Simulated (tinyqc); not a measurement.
Worked calculation: UKS/PBE in the sto-3g basis, for BH2, spin multiplicity 2. One step of it, computed by the program tinyqc.

Task: Iteration 2: building the Kohn-Sham matrix. J_ij = sum D_kl (ij|kl) with D = D(alpha) + D(beta); F = H + J + V_xc; E = tr D H + tr D J / 2 + E_xc + E_nn.

D(alpha) after iteration 1:
```
,1B 1s,1B 2s,1B 2px,1B 2py,1B 2pz,2H 1s,3H 1s
1B 1s,1.062525,-0.243718,0.000000,0.000000,0.119487,0.008781,0.008781
1B 2s,-0.243718,0.978274,0.000000,0.000000,-0.421746,-0.161847,-0.161847
1B 2px,0.000000,0.000000,0.000000,0.000000,0.000000,0.000000,0.000000
1B 2py,0.000000,0.000000,0.000000,0.023082,0.000000,0.101033,-0.101033
1B 2pz,0.119487,-0.421746,0.000000,0.000000,0.202299,0.163793,0.163793
2H 1s,0.008781,-0.161847,0.000000,0.101033,0.163793,0.910261,0.025795
3H 1s,0.008781,-0.161847,0.000000,-0.101033,0.163793,0.025795,0.910261
```

D(beta) after iteration 1:
```
,1B 1s,1B 2s,1B 2px,1B 2py,1B 2pz,2H 1s,3H 1s
1B 1s,0.982049,0.031854,0.000000,0.000000,-0.006594,-0.071118,-0.071118
1B 2s,0.031854,0.034566,0.000000,0.000000,0.009336,0.111494,0.111494
1B 2px,0.000000,0.000000,0.000000,0.000000,0.000000,0.000000,0.000000
1B 2py,0.000000,0.000000,0.000000,0.021654,0.000000,0.098142,-0.098142
1B 2pz,-0.006594,0.009336,0.000000,0.000000,0.002764,0.032886,0.032886
2H 1s,-0.071118,0.111494,0.000000,0.098142,0.032886,0.836170,-0.053450
3H 1s,-0.071118,0.111494,0.000000,-0.098142,0.032886,-0.053450,0.836170
```

core Hamiltonian H = T + V (hartree):
```
,1B 1s,1B 2s,1B 2px,1B 2py,1B 2pz,2H 1s,3H 1s
1B 1s,-13.003711,-3.371180,0.000000,0.000000,-0.011085,-0.376512,-0.376512
1B 2s,-3.371180,-4.089563,0.000000,0.000000,-0.108257,-1.083620,-1.083620
1B 2px,0.000000,0.000000,-3.247568,0.000000,0.000000,0.000000,0.000000
1B 2py,0.000000,0.000000,0.000000,-3.351363,0.000000,-0.944863,0.944863
1B 2pz,-0.011085,-0.108257,0.000000,0.000000,-3.283349,-0.568143,-0.568143
2H 1s,-0.376512,-1.083620,0.000000,-0.944863,-0.568143,-2.365491,-0.130128
3H 1s,-0.376512,-1.083620,0.000000,0.944863,-0.568143,-0.130128,-2.365491
```

Two-electron integrals (ij|kl) in chemists' order, unique and non-zero (hartree):
```
i,j,k,l,(ij|kl)
1,1,1,1,2.923513
2,1,1,1,0.518376
2,1,2,1,0.109262
2,2,1,1,0.744229
2,2,2,1,0.193177
2,2,2,2,0.544804
3,1,3,1,0.020264
3,2,3,1,0.029996
3,2,3,2,0.120346
3,3,1,1,0.742491
3,3,2,1,0.193240
3,3,2,2,0.544682
3,3,3,3,0.586773
4,1,4,1,0.020264
4,2,4,1,0.029996
4,2,4,2,0.120346
4,3,4,3,0.031630
4,4,1,1,0.742491
4,4,2,1,0.193240
4,4,2,2,0.544682
4,4,3,3,0.523513
4,4,4,4,0.586773
5,1,5,1,0.020264
5,2,5,1,0.029996
5,2,5,2,0.120346
5,3,5,3,0.031630
5,4,5,4,0.031630
5,5,1,1,0.742491
5,5,2,1,0.193240
5,5,2,2,0.544682
5,5,3,3,0.523513
5,5,4,4,0.523513
5,5,5,5,0.586773
6,1,1,1,0.056834
6,1,2,1,0.011942
6,1,2,2,0.021208
6,1,3,3,0.021117
6,1,4,1,0.000716
6,1,4,2,0.001335
6,1,4,4,0.021328
6,1,5,1,0.000420
6,1,5,2,0.000784
6,1,5,4,0.000124
6,1,5,5,0.021190
6,1,6,1,0.001343
6,2,1,1,0.162776
6,2,2,1,0.043056
6,2,2,2,0.137136
6,2,3,3,0.133010
6,2,4,1,0.004030
6,2,4,2,0.026509
6,2,4,4,0.142109
6,2,5,1,0.002366
6,2,5,2,0.015564
6,2,5,4,0.005343
6,2,5,5,0.136147
6,2,6,1,0.005019
6,2,6,2,0.051958
6,3,3,1,0.003914
6,3,3,2,0.019217
6,3,4,3,0.004699
6,3,5,3,0.002759
6,3,6,3,0.005059
6,4,1,1,0.141272
6,4,2,1,0.037813
6,4,2,2,0.126952
6,4,3,3,0.120424
6,4,4,1,0.006861
6,4,4,2,0.041038
6,4,4,4,0.137288
6,4,5,1,0.001730
6,4,5,2,0.012811
6,4,5,4,0.007143
6,4,5,5,0.122998
6,4,6,1,0.004574
6,4,6,2,0.055923
6,4,6,4,0.064021
6,5,1,1,0.082946
6,5,2,1,0.022201
6,5,2,2,0.074538
6,5,3,3,0.070705
6,5,4,1,0.001730
6,5,4,2,0.012811
6,5,4,4,0.075089
6,5,5,1,0.004930
6,5,5,2,0.026739
6,5,5,4,0.007273
6,5,5,5,0.077734
6,5,6,1,0.002686
6,5,6,2,0.032835
6,5,6,4,0.034618
6,5,6,5,0.025385
6,6,1,1,0.340069
6,6,2,1,0.091491
6,6,2,2,0.330941
6,6,3,3,0.312941
6,6,4,1,0.009119
6,6,4,2,0.082237
6,6,4,4,0.352730
6,6,5,1,0.005354
6,6,5,2,0.048284
6,6,5,4,0.023361
6,6,5,5,0.326658
6,6,6,1,0.010761
6,6,6,2,0.170351
6,6,6,4,0.197609
6,6,6,5,0.116023
6,6,6,6,0.774606
7,1,1,1,0.056834
7,1,2,1,0.011942
7,1,2,2,0.021208
7,1,3,3,0.021117
7,1,4,1,-0.000716
7,1,4,2,-0.001335
7,1,4,4,0.021328
7,1,5,1,0.000420
7,1,5,2,0.000784
7,1,5,4,-0.000124
7,1,5,5,0.021190
7,1,6,1,0.001288
7,1,6,2,0.004606
7,1,6,4,0.003892
7,1,6,5,0.002480
7,1,6,6,0.009777
7,1,7,1,0.001343
7,2,1,1,0.162776
7,2,2,1,0.043056
7,2,2,2,0.137136
7,2,3,3,0.133010
7,2,4,1,-0.004030
7,2,4,2,-0.026509
7,2,4,4,0.142109
7,2,5,1,0.002366
7,2,5,2,0.015564
7,2,5,4,-0.005343
7,2,5,5,0.136147
7,2,6,1,0.004606
7,2,6,2,0.031709
7,2,6,4,0.026132
7,2,6,5,0.019666
7,2,6,6,0.077177
7,2,7,1,0.005019
7,2,7,2,0.051958
7,3,3,1,0.003914
7,3,3,2,0.019217
7,3,4,3,-0.004699
7,3,5,3,0.002759
7,3,6,3,0.002719
7,3,7,3,0.005059
7,4,1,1,-0.141272
7,4,2,1,-0.037813
7,4,2,2,-0.126952
7,4,3,3,-0.120424
7,4,4,1,0.006861
7,4,4,2,0.041038
7,4,4,4,-0.137288
7,4,5,1,-0.001730
7,4,5,2,-0.012811
7,4,5,4,0.007143
7,4,5,5,-0.122998
7,4,6,1,-0.003892
7,4,6,2,-0.026132
7,4,6,4,-0.019739
7,4,6,5,-0.015981
7,4,6,6,-0.062719
7,4,7,1,-0.004574
7,4,7,2,-0.055923
7,4,7,4,0.064021
7,5,1,1,0.082946
7,5,2,1,0.022201
7,5,2,2,0.074538
7,5,3,3,0.070705
7,5,4,1,-0.001730
7,5,4,2,-0.012811
7,5,4,4,0.075089
7,5,5,1,0.004930
7,5,5,2,0.026739
7,5,5,4,-0.007273
7,5,5,5,0.077734
7,5,6,1,0.002480
7,5,6,2,0.019666
7,5,6,4,0.015981
7,5,6,5,0.014644
7,5,6,6,0.049554
7,5,7,1,0.002686
7,5,7,2,0.032835
7,5,7,4,-0.034618
7,5,7,5,0.025385
7,6,1,1,0.017827
7,6,2,1,0.004723
7,6,2,2,0.015303
7,6,3,3,0.014840
7,6,4,4,0.015275
7,6,5,1,0.000447
7,6,5,2,0.003014
7,6,5,5,0.015778
7,6,6,1,0.000533
7,6,6,2,0.004797
7,6,6,4,0.004539
7,6,6,5,0.003316
7,6,6,6,0.013909
7,6,7,1,0.000533
7,6,7,2,0.004797
7,6,7,4,-0.004539
7,6,7,5,0.003316
7,6,7,6,0.000596
7,7,1,1,0.340069
7,7,2,1,0.091491
7,7,2,2,0.330941
7,7,3,3,0.312941
7,7,4,1,-0.009119
7,7,4,2,-0.082237
7,7,4,4,0.352730
7,7,5,1,0.005354
7,7,5,2,0.048284
7,7,5,4,-0.023361
7,7,5,5,0.326658
7,7,6,1,0.009777
7,7,6,2,0.077177
7,7,6,4,0.062719
7,7,6,5,0.049554
7,7,6,6,0.197851
7,7,7,1,0.010761
7,7,7,2,0.170351
7,7,7,4,-0.197609
7,7,7,5,0.116023
7,7,7,6,0.013909
7,7,7,7,0.774606
```

nuclear repulsion = 3.61102472 hartree

V_xc(alpha) (hartree):
```
,1B 1s,1B 2s,1B 2px,1B 2py,1B 2pz,2H 1s,3H 1s
1B 1s,-1.881133,-0.277697,0.000000,0.000000,0.006281,-0.030441,-0.030441
1B 2s,-0.277697,-0.403625,0.000000,0.000000,0.047677,-0.122398,-0.122398
1B 2px,0.000000,0.000000,-0.374609,0.000000,0.000000,0.000000,0.000000
1B 2py,0.000000,0.000000,0.000000,-0.421147,0.000000,-0.128917,0.128917
1B 2pz,0.006281,0.047677,0.000000,0.000000,-0.404967,-0.068774,-0.068774
2H 1s,-0.030441,-0.122398,0.000000,-0.128917,-0.068774,-0.511109,-0.012070
3H 1s,-0.030441,-0.122398,0.000000,0.128917,-0.068774,-0.012070,-0.511109
```

V_xc(beta) (hartree):
```
,1B 1s,1B 2s,1B 2px,1B 2py,1B 2pz,2H 1s,3H 1s
1B 1s,-1.857367,-0.269626,0.000000,0.000000,0.000773,-0.029714,-0.029714
1B 2s,-0.269626,-0.326202,0.000000,0.000000,-0.024288,-0.115610,-0.115610
1B 2px,0.000000,0.000000,-0.293459,0.000000,0.000000,0.000000,0.000000
1B 2py,0.000000,0.000000,0.000000,-0.361168,0.000000,-0.124876,0.124876
1B 2pz,0.000773,-0.024288,0.000000,0.000000,-0.316435,-0.073863,-0.073863
2H 1s,-0.029714,-0.115610,0.000000,-0.124876,-0.073863,-0.505491,-0.011682
3H 1s,-0.029714,-0.115610,0.000000,0.124876,-0.073863,-0.011682,-0.505491
```

E_xc = sum of w rho eps_xc = -4.79642563 hartree

Give: Coulomb J; F(alpha); F(beta); total energy of this density.

Result:

Coulomb J (hartree):
```
,1B 1s,1B 2s,1B 2px,1B 2py,1B 2pz,2H 1s,3H 1s
1B 1s,8.015,1.613,0.000,0.000,0.003,0.177,0.177
1B 2s,1.613,3.410,0.000,0.000,0.104,0.951,0.951
1B 2px,0.000,0.000,3.330,0.000,0.000,0.000,0.000
1B 2py,0.000,0.000,0.000,3.487,0.000,0.921,-0.921
1B 2pz,0.003,0.104,0.000,0.000,3.398,0.553,0.553
2H 1s,0.177,0.951,0.000,0.921,0.553,2.875,0.105
3H 1s,0.177,0.951,0.000,-0.921,0.553,0.105,2.875
```

F(alpha) (hartree):
```
,1B 1s,1B 2s,1B 2px,1B 2py,1B 2pz,2H 1s,3H 1s
1B 1s,-6.870,-2.036,0.000,0.000,-0.002,-0.230,-0.230
1B 2s,-2.036,-1.084,0.000,0.000,0.043,-0.255,-0.255
1B 2px,0.000,0.000,-0.292,0.000,0.000,0.000,0.000
1B 2py,0.000,0.000,0.000,-0.285,0.000,-0.153,0.153
1B 2pz,-0.002,0.043,0.000,0.000,-0.290,-0.084,-0.084
2H 1s,-0.230,-0.255,0.000,-0.153,-0.084,-0.002,-0.037
3H 1s,-0.230,-0.255,0.000,0.153,-0.084,-0.037,-0.002
```

F(beta) (hartree):
```
,1B 1s,1B 2s,1B 2px,1B 2py,1B 2pz,2H 1s,3H 1s
1B 1s,-6.846,-2.028,0.000,0.000,-0.007,-0.229,-0.229
1B 2s,-2.028,-1.006,0.000,0.000,-0.029,-0.248,-0.248
1B 2px,0.000,0.000,-0.211,0.000,0.000,0.000,0.000
1B 2py,0.000,0.000,0.000,-0.225,0.000,-0.149,0.149
1B 2pz,-0.007,-0.029,0.000,0.000,-0.202,-0.089,-0.089
2H 1s,-0.229,-0.248,0.000,-0.149,-0.089,0.004,-0.037
3H 1s,-0.229,-0.248,0.000,0.149,-0.089,-0.037,0.004
```

total energy of this density = -24.91888 hartree
